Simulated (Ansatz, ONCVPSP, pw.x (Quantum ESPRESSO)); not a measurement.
pw.x on bcc Cu: one setting changed

Potential: optimised norm-conserving Vanderbilt (ONCV), ONCVPSP 4.0.1.1 (patched build), LDA (Perdew-Wang 92); core [Ar], reference 3d10 4s1; waves: 4s: rc 2.50 bohr, ncon 4, nbas 8, qcut 2.4 1/bohr, 3 projectors, debl 2.1 Ha; p scattering state at 0.04 Ha: rc 2.50 bohr, ncon 4, nbas 9, qcut 3.7 1/bohr, 2 projectors, debl 1.7 Ha; 3d: rc 1.20 bohr, ncon 3, nbas 8, qcut 11.9 1/bohr, 2 projectors, debl 3.9 Ha; local part: polynomial inside 0.90 bohr (lpopt 1, dvloc0 3.5 Ha); core correction: Teter function, fcfact 2.25, rcfact 1.5. In the p channel the program set the typed energies aside and used 0.050, 1.750 Ha.

The reference run (k-mesh 16³, cutoffs 155/620 Ry, Fermi–Dirac 0.01 Ry, mixing_beta 0.4, conv_thr 1e-9, no spin) gives -1.06 GPa at 10.940 Å³/atom, where all-electron LAPW gives -0.14 GPa. This run, with its own iteration cap, changes k-mesh points per axis to 2.

```
&control
  calculation='scf', prefix='x', pseudo_dir='./', outdir='./tmp', tstress=.true., disk_io='none'
/
&system
  ibrav=0, nat=1, ntyp=1, ecutwfc=155, ecutrho=620, nbnd=13,
  occupations='smearing', smearing='fd', degauss=0.01
/
&electrons
  conv_thr=1e-09, mixing_beta=0.4, electron_maxstep=60
/
ATOMIC_SPECIES
Cu 1.0 Cu.UPF
CELL_PARAMETERS angstrom
  -1.39846771 1.39846771 1.39846771
  1.39846771 -1.39846771 1.39846771
  1.39846771 1.39846771 -1.39846771
ATOMIC_POSITIONS crystal
Cu 0.0000 0.0000 0.0000
K_POINTS automatic
2 2 2 0 0 0
```

```bash
pw.x < Cu.scf.in > Cu.scf.out
```

Question: How does the run end?

Answer: It converges in 20 iterations; the free energy moves by +2.38 eV/atom and the pressure by +33.16 GPa.

```
Message from routine setup:
     using ibrav=0 with symmetry is DISCOURAGED, use correct ibrav instead
     lattice parameter (alat)  =       4.5773  a.u.
     unit-cell volume          =      73.8268 (a.u.)^3
     number of electrons       =        11.00
     number of Kohn-Sham states=           13
     kinetic-energy cutoff     =     155.0000  Ry
     charge density cutoff     =     620.0000  Ry
     scf convergence threshold =      1.0E-09
     Exchange-correlation= SLA  PW   NOGX NOGC
     number of k points=     3  Fermi-Dirac smearing, width (Ry)=  0.0100
     iteration #  1     ecut=   155.00 Ry     beta= 0.40
     total energy              =    -105.74702453 Ry
     estimated scf accuracy    <       0.70760986 Ry
     iteration #  2     ecut=   155.00 Ry     beta= 0.40
     total energy              =    -105.98894998 Ry
     estimated scf accuracy    <       0.43627815 Ry
     iteration #  3     ecut=   155.00 Ry     beta= 0.40
     total energy              =    -105.99382465 Ry
     estimated scf accuracy    <       0.06017218 Ry
     iteration #  4     ecut=   155.00 Ry     beta= 0.40
     total energy              =    -105.98915333 Ry
     estimated scf accuracy    <       0.12363327 Ry
     iteration #  5     ecut=   155.00 Ry     beta= 0.40
     total energy              =    -106.01208623 Ry
     estimated scf accuracy    <       0.01694576 Ry
     iteration #  6     ecut=   155.00 Ry     beta= 0.40
     total energy              =    -106.01041048 Ry
     estimated scf accuracy    <       0.01148231 Ry
     [... 8 iterations left out ...]
     iteration # 15     ecut=   155.00 Ry     beta= 0.40
     total energy              =    -106.01033188 Ry
     estimated scf accuracy    <       0.00000159 Ry
     iteration # 16     ecut=   155.00 Ry     beta= 0.40
     total energy              =    -106.01033202 Ry
     estimated scf accuracy    <          5.7E-09 Ry
     iteration # 17     ecut=   155.00 Ry     beta= 0.40
     total energy              =    -106.01033202 Ry
     estimated scf accuracy    <       0.00000004 Ry
     iteration # 18     ecut=   155.00 Ry     beta= 0.40
     total energy              =    -106.01033202 Ry
     estimated scf accuracy    <          5.7E-09 Ry
     iteration # 19     ecut=   155.00 Ry     beta= 0.40
     total energy              =    -106.01033202 Ry
     estimated scf accuracy    <          8.2E-09 Ry
     iteration # 20     ecut=   155.00 Ry     beta= 0.40
     the Fermi energy is    13.0335 ev
!    total energy              =    -106.01033202 Ry
     estimated scf accuracy    <          5.2E-10 Ry
     smearing contrib. (-TS)   =      -0.01413823 Ry
     The total energy is F=E-TS. E is the sum of the following terms:
     one-electron contribution =     -22.03298459 Ry
     hartree contribution      =      26.90317941 Ry
     xc contribution           =     -27.55315710 Ry
     ewald contribution        =     -83.31323152 Ry
     convergence has been achieved in  20 iterations
          total   stress  (Ry/bohr**3)                   (kbar)     P=      320.96
     Message from routine punch:
     Nothing written, as per user request (disk_io='none')
```

The run took about 5.2 s on one core of a shared host (Neoverse-N1, 64 threads, 124 GiB, load 46).
